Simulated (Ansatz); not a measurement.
# HCl, singlet in 6-31G: errors against full CI

Geometry: MP2(full)/6-31G*, from the G2/97 set.

```yaml
atoms:
  - { symbol: Cl, position_ang: [0.0000, 0.0000, 0.0000] }
  - { symbol: H, position_ang: [0.0000, 0.0000, 1.2800] }
```

Basis 6-31G; Ansatz 0.2.0. Correlated methods freeze the noble-gas cores, which leaves 8 electrons in 10 orbitals. R marks a restricted (for open shells ROHF) determinant. Active spaces: valence = (8e, 5o) chosen from the atoms' valence shells.

Full CI is exact within this basis and frozen core; it isn't the basis-set limit.

- UHF ⟨S²⟩: 0.000
- T1 diagnostic (RCCSD): 0.0059
- largest doubles amplitude (RCCSD): 0.078

| level | E − E(RHF) (eV) |
| --- | --- |
| RMP2 | -1.3074 |
| RCCSD | -1.5676 |
| RCCSD(T) | -1.5797 |

Problem. Estimate how far full CI in 6-31G lies from RCCSD(T). The table doesn't fix it; the size of (T) and the diagnostics are the guide.

Solution. Full CI in 6-31G lies 0.3 kJ/mol below RCCSD(T), which is 26 % of the (T) step (-1.2 kJ/mol). The diagnostics give no warning, yet the rest is a sizeable part of (T).

The other levels:

```json
{"level": "CISD", "E − E(full CI) (kJ/mol)": "4.8", "share of correlation (%)": "96.86", "wall time": "0.09 s"}
{"level": "BCCD(T)", "E − E(full CI) (kJ/mol)": "0.3", "share of correlation (%)": "99.80", "wall time": "0.19 s"}
{"level": "RCCSDT", "E − E(full CI) (kJ/mol)": "0.1", "share of correlation (%)": "99.96", "wall time": "–"}
{"level": "CISDTQ", "E − E(full CI) (kJ/mol)": "0.1", "share of correlation (%)": "99.93", "wall time": "0.43 s"}
{"level": "RCCSDT(Q)", "E − E(full CI) (kJ/mol)": "0.0", "share of correlation (%)": "99.99", "wall time": "0.34 s"}
{"level": "RCCSDTQ", "E − E(full CI) (kJ/mol)": "0.0", "share of correlation (%)": "100.00", "wall time": "0.82 s"}
{"level": "CASSCF (valence space)", "E − E(full CI) (kJ/mol)": "99.7", "share of correlation (%)": "34.73", "wall time": "–"}
{"level": "NEVPT2 (valence space)", "E − E(full CI) (kJ/mol)": "25.5", "share of correlation (%)": "83.28", "wall time": "0.15 s"}
{"level": "MRCISD (valence space)", "E − E(full CI) (kJ/mol)": "2.7", "share of correlation (%)": "98.24", "wall time": "–"}
{"level": "MRCISD+Q (valence space)", "E − E(full CI) (kJ/mol)": "0.9", "share of correlation (%)": "99.39", "wall time": "0.36 s"}
```

The correlation energy at full CI, counted from RHF, is -1.583 eV. That run took 0.45 s on 1 thread of AMD EPYC 7R13, shared host over 11,124 determinants.

Times hold each run's SCF and search for its determinant on a shared host, so for small cases they say little of a method's own cost; they ran on 1 thread of AMD EPYC 7R13.

The full-CI state has the irrep A1 of C2v, in the program's axes (one component, if the state is degenerate).

Natural occupations of full CI about the gap: 1.992 1.989 1.989 1.967 0.030 0.011 0.011 0.008 0.003 0.001; effectively unpaired electrons, Σ n²(2−n)², 0.01.

Atomization energy (electronic, same basis, no zero-point term; atoms at the same level, unrestricted beside the R rows where the molecule is a closed shell, with restricted open-shell steps beyond CCSDT(Q)) at full CI: 323.2 kJ/mol. Errors of other levels:

```json
{"level": "RHF", "error (kJ/mol)": "-71.5"}
{"level": "RMP2", "error (kJ/mol)": "-11.7"}
{"level": "CISD", "error (kJ/mol)": "-2.9"}
{"level": "RCCSD", "error (kJ/mol)": "-0.6"}
{"level": "RCCSD(T)", "error (kJ/mol)": "-0.2"}
{"level": "BCCD(T)", "error (kJ/mol)": "-0.2"}
{"level": "RCCSDT", "error (kJ/mol)": "-0.1"}
{"level": "CISDTQ", "error (kJ/mol)": "0.0"}
{"level": "RCCSDT(Q)", "error (kJ/mol)": "0.0"}
{"level": "RCCSDTQ", "error (kJ/mol)": "0.0"}
{"level": "CASSCF (valence space)", "error (kJ/mol)": "-18.1"}
{"level": "NEVPT2 (valence space)", "error (kJ/mol)": "1.3"}
{"level": "MRCISD (valence space)", "error (kJ/mol)": "-0.8"}
{"level": "MRCISD+Q (valence space)", "error (kJ/mol)": "-0.4"}
```

This basis is far from its limit, so the value isn't to be set against a measured one. Truncated CI isn't size-consistent, which counts against it in atomization.
